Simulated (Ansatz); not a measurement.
Energy needed to pull apart CH2NO (SMILES [NH]C=O), doublet, into free ground-state atoms, from the structure below (at a frame of a short PBE0-D4/def2-SVP trajectory); no zero-point or spin–orbit terms; open-shell atoms are treated unrestricted, in their ground-state multiplicity.

N1  (-0.740, 0.608, -0.442)
C2  (0.275, -0.082, 0.291)
O3  (0.715, -1.201, 0.124)
H4  (-1.566, 0.748, 0.123)
H5  (0.882, 0.657, 0.879)
(Å)

Computed with Ansatz 0.2.0 (basis: def2-TZVPP); correlated methods freeze the cores; orbitals are unrestricted.

```tsv
method	atomization energy (eV)
PBE-D4	20.39
r2SCAN-D4	19.42
PBE0-D4	?
wB97M-V	19.31
HF	12.10
MP2	?
CCSD	17.98
CCSD(T)	18.45
```

Problem. What does MP2 give? (An estimate is asked for; the value comes from the calculation.)

Solution. By the calculation: 18.95 eV, which is about 0.50 eV more than CCSD(T)/def2-TZVPP.

Problem. What does PBE0-D4 give? (To be estimated.)

Solution. Computed: 19.41 eV, which is about 0.96 eV more than CCSD(T)/def2-TZVPP.

In triple zeta the MP2 and coupled-cluster atomization energies are still short of their basis limit by a few kcal/mol a bond, whereas those of the functionals are nearly converged, so these differences are not deviations from converged CCSD(T).

No T1 diagnostic of these runs exceeds 0.019. ⟨S²⟩ of the unrestricted Hartree–Fock references: 0.76 (a pure state has 0.75).

For scale, one of the runs: CCSD(T)/def2-TZVPP forces, 121 basis functions, launched by `ansatz run in.yaml --threads 2 --pin off --events-out ev --progress --plain --max-ram 3481MiB`. Hardware: 2 CPU threads of an Arm Neoverse V1, shared host. Wall time 2.8 min; peak host memory 2.1 GiB.
